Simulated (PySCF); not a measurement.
Method: M06-2X/def2-TZVP // PBE0-D3(BJ)/def2-SVP run with PySCF. Gas-phase values, no solvent. 

Reference species (SMILES): `N` (neutral, multiplicity 1).

| Property | Value |
|---|---|
| HOMO–LUMO gap | 10.91 eV |
| HOMO | -9.31 eV |

Changed species: `O` (free base H2O; the reference has free base NH3).

Question: Give the shifts of the HOMO–LUMO gap and HOMO.

Answer: the HOMO–LUMO gap increases by 1.39 eV, to 12.30 eV; the HOMO decreases by 1.55 eV, to -10.86 eV.
